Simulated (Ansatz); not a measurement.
# Two structures, one formula

Two relaxed structures of CH$_{4}$NSi, doublet (PBE0-D4/def2-TZVP; forces vanish, vibrations not checked).

A:

C1  (-0.923, -1.685, 0.135)
N2  (-0.004, -0.950, -0.160)
Si3  (0.571, 0.687, -0.144)
H4  (-1.894, -1.456, 0.617)
H5  (0.831, 1.073, -1.550)
H6  (-0.410, 1.630, 0.465)
H7  (1.829, 0.701, 0.637)
(Å)

B:

C1  (-0.781, -1.718, 0.184)
N2  (0.208, -1.032, -0.166)
Si3  (0.510, 0.679, -0.143)
H4  (-1.706, -1.298, 0.604)
H5  (0.805, 1.070, -1.552)
H6  (-0.756, -2.809, 0.079)
H7  (1.734, 0.875, 0.687)
(Å)

Program: Ansatz 0.2.0. Basis: def2-TZVPP. Cores are frozen in the correlated methods; orbitals are unrestricted. B3LYP uses VWN-RPA correlation.

Task: Which structure is lower at CCSD(T), and by how much? (An estimate is asked for; the value comes from the calculation.)

Result: By the calculation: B, by 4.96 kcal/mol (electronic energy, against the other). By their contacts, A is CH₄NSi ([CH][N][SiH3]) and B is CH₄NSi ([CH2][N][SiH2]).

All methods give the same order:

```
   method  E(B) − E(A) (kcal/mol)
   PBE-D4                   -7.71
r2SCAN-D4                   -5.68
  PBE0-D4                   -6.89
 B3LYP-D4                   -4.97
  wB97M-V                   -4.01
       HF                   -2.55
      MP2                   -5.73
     CCSD                   -4.80
  CCSD(T)                   -4.96
```

T1 diagnostic: at most 0.023. ⟨S²⟩ of the unrestricted Hartree–Fock references: 0.77 to 0.78 (a pure state has 0.75).

Labels in which every atom is bracketed show which atoms are joined, not bond orders.

For scale, one of the runs: CCSD(T)/def2-TZVPP, 160 basis functions, launched by `ansatz run in.yaml --threads 2 --pin off --events-out ev --progress --plain --max-ram 4352MiB`. The run took 75 s on 2 CPU threads of an Arm Neoverse V1 (shared host), with 2.7 GiB of host memory at its peak.
